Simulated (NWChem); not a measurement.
System: nitrogen dioxide (NO₂, doublet); SMILES O=N[O]

The following NWChem deck was run.

```
start job
memory heap 200 mb stack 900 mb global 1100 mb
geometry units angstroms noautosym nocenter noautoz
  O     -1.092926     0.000000    -0.138541
  N      0.000000     0.000000     0.313987
  O      1.092926     0.000000    -0.138541
end
basis spherical
  O library 6-31g*
  N library 6-31g*
end
dft
  odft
  mult 2
  xc hfexch
  iterations 150
end
property
  efieldgrad
end
task dft property
```

Output (shortened):

```
             Northwest Computational Chemistry Package (NWChem) 7.3.0
             --------------------------------------------------------

                             Geometry "geometry" -> ""
                             -------------------------

 Output coordinates in angstroms (scale by  1.889725989 to convert to a.u.)

  No.       Tag          Charge          X              Y              Z
 ---- ---------------- ---------- -------------- -------------- --------------
    1 O                    8.0000    -1.09292600     0.00000000    -0.13854100
    2 N                    7.0000     0.00000000     0.00000000     0.31398700
    3 O                    8.0000     1.09292600     0.00000000    -0.13854100

 Effective nuclear repulsion energy (a.u.)      65.5974495332

  xc_inp: hfexch multiplicative factor not found.
                              NWChem Property Module
                              ----------------------

  itol2e modified to match energy
  convergence criterion.

                                 NWChem DFT Module
                                 -----------------

 Summary of "ao basis" -> "ao basis" (spherical)
 ------------------------------------------------------------------------------
       Tag                 Description            Shells   Functions and Types
 ---------------- ------------------------------  ------  ---------------------
 O                           6-31g*                  6       14   3s2p1d
 N                           6-31g*                  6       14   3s2p1d

  itol2e modified to match energy
  convergence criterion.

            General Information
            -------------------
          SCF calculation type: DFT
          Wavefunction type:  spin polarized.
          No. of atoms     :     3
          No. of electrons :    23
           Alpha electrons :    12
            Beta electrons :    11
          Charge           :     0
          Spin multiplicity:     2
          Use of symmetry is: off; symmetry adaption is: off
          Maximum number of iterations: 150
          AO basis - number of functions:    42
                     number of shells:    18
          Convergence on energy requested:  1.00D-07
          Convergence on density requested:  1.00D-05
          Convergence on gradient requested:  5.00D-04

              XC Information
              --------------
                     Hartree-Fock (Exact) Exchange  1.000

      Superposition of Atomic Density Guess
      -------------------------------------

 Sum of atomic energies:        -203.80244271

      Non-variational initial energy
      ------------------------------

[...]

          -----------------------
          Electric field gradient
          -----------------------

 1 a.u. = 0.324123 10**(16) esu/cm**3  ( or statvolts/cm**2 ) = 0.97174 10**(22) v/m**2

 ------------------------------------------------------------
   Atom      X         Y         Z
 ------------------------------------------------------------
    1 O   -2.06533   0.00000  -0.26180
 ------------------------------------------------------------

 Electric field gradient in molecular frame (a.u.)
         XX             YY             ZZ             XY             XZ             YZ
 ------------------------------------------------------------------------------------------
       -0.941703       0.032365       0.909338      -0.000000      -1.358148       0.000000

 Principal components (a.u.) and orientation
 of principal axis w.r.t. absolute frame                      Asymmetry parameter eta
 --------------------------------------------------------------------------------------
       -1.659701       1.627336       0.032365                       0.960999

        0.884063      -0.467368       0.000000
        0.000000       0.000000       1.000000
        0.467368       0.884063       0.000000

 ------------------------------------------------------------
   Atom      X         Y         Z
 ------------------------------------------------------------
    2 N    0.00000   0.00000   0.59335
 ------------------------------------------------------------

 Electric field gradient in molecular frame (a.u.)
         XX             YY             ZZ             XY             XZ             YZ
 ------------------------------------------------------------------------------------------
        0.123805      -0.890932       0.767126      -0.000000      -0.000000      -0.000000

 Principal components (a.u.) and orientation
 of principal axis w.r.t. absolute frame                      Asymmetry parameter eta
 --------------------------------------------------------------------------------------
       -0.890932       0.767126       0.123805                       0.722077

       -0.000000      -0.000000       1.000000
        1.000000      -0.000000      -0.000000
       -0.000000       1.000000      -0.000000

 ------------------------------------------------------------
   Atom      X         Y         Z
 ------------------------------------------------------------
    3 O    2.06533   0.00000  -0.26180
 ------------------------------------------------------------

 Electric field gradient in molecular frame (a.u.)
         XX             YY             ZZ             XY             XZ             YZ
 ------------------------------------------------------------------------------------------
       -0.941703       0.032365       0.909338       0.000000       1.358148       0.000000

 Principal components (a.u.) and orientation
 of principal axis w.r.t. absolute frame                      Asymmetry parameter eta
 --------------------------------------------------------------------------------------
       -1.659701       1.627336       0.032365                       0.960999

        0.884063       0.467368       0.000000
        0.000000       0.000000       1.000000
       -0.467368       0.884063       0.000000
```

Level: UHF/6-31G* (spherical d). In the optimisation the excess spin sits in a1 (C2v, its own frame). Structure relaxed at the PBE0/def2-SVP, spin-unrestricted level. No stability test was run on the SCF state. NWChem prints the field gradient with the sign opposite to the second derivative of the potential.
